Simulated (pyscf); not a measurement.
Insertion: GeH₂ [singlet] + HF -> F–GeH₃

Gas phase, singlet surface, charge 0. Bonds broken: F4–H5. Bonds formed: Ge1–F4, Ge1–H5. Structures and frequencies: ωB97X-D3(BJ)/def2-SVP in PySCF. MP2 and CC: frozen core, UHF for open shells. ΔMP2 is the change of the MP2 total energy from the triple- to the quadruple-zeta basis.

Transition state (Å):

```xyz
5

Ge     0.6086     0.4251    -0.2207
H      1.2550     1.6809    -0.8534
H      0.4577     0.7884     1.2762
F     -1.2939     0.4692    -0.9144
H     -0.4919    -0.4916    -1.0168
```

One imaginary mode, 1399i cm⁻¹; descent along it reached the two sides named, in the forms told below.

| bond | change | reactant side (Å) | saddle | product side |
|---|---|---|---|---|
| F4–H5 | breaks | 0.930 | 1.256 | 2.6 |
| Ge1–F4 | forms | 2.359 | 2.026 | 1.746 |
| Ge1–H5 | forms | 2.7 | 1.639 | 1.533 |

Electronic energies relative to the separated reactants (kcal/mol):

| level | barrier | reaction energy | reverse barrier |
|---|---|---|---|
| ωB97X-D3(BJ)/def2-TZVP | 11.1 | -56.9 | 68.0 |
| PBE/def2-TZVP | 2.9 | -52.4 | 55.3 |
| r²SCAN/def2-TZVP | 3.4 | -58.4 | 61.8 |
| B3LYP-D3(BJ)/def2-TZVP | 10.6 | -51.8 | 62.4 |
| PBE0-D3(BJ)/def2-TZVP | 8.6 | -54.8 | 63.3 |
| M06-2X/def2-TZVP | 13.0 | -56.4 | 69.4 |
| ωB97M-D3(BJ)/def2-TZVP | 13.2 | -51.8 | 65.1 |
| HF/def2-TZVP | 31.6 | -53.4 | 85.0 |
| MP2/def2-QZVPP | 11.3 | -56.0 | 67.4 |
| CCSD/def2-TZVPP | 18.0 | -53.1 | 71.1 |
| CCSD(T)/def2-TZVPP | 14.2 | -53.7 | 67.9 |
| CCSD(T)/def2-TZVPP + ΔMP2(QZVPP) | 14.1 | -52.7 | 66.9 |

With CCSD(T)/def2-TZVPP + ΔMP2(QZVPP) energies and thermal terms (ideal gas, 1 atm, RRHO with modes under 100 cm⁻¹ raised to 100, one conformer, R ln 2 for rigid chiral ones), in kcal/mol:

| T (K) | ΔH‡ | ΔG‡ | ΔH | ΔG |
|---|---|---|---|---|
| 298 | 13.3 | 22.5 | -51.2 | -41.0 |
| 600 | 12.9 | 32.0 | -51.5 | -30.6 |
| 900 | 13.1 | 41.5 | -51.0 | -20.2 |
| 1200 | 13.4 | 50.9 | -50.2 | -10.0 |

On the reactant side the descent ends in a complex, 6.8 kcal/mol under the separated species and 17.9 kcal/mol under the saddle at ωB97X-D3(BJ)/def2-TZVP. The same reactants have a lower exit, to F–GeH: [singlet] + H₂ (barrier +2.9 kcal/mol at ωB97M-D3(BJ), against +13.2 kcal/mol here). One saddle was located; it need not be the lowest between these sides. The CCSD(T) − MP2 part came from Ansatz, without density fitting, on the same reference. The frozen core leaves the outer d or s,p core shells of the metals and heavy elements correlated in the MP2 and CC values, and def2-TZVPP describes them poorly, which can shift differences by a few kcal/mol. Elements up to Kr have no core potential and no relativistic terms here.
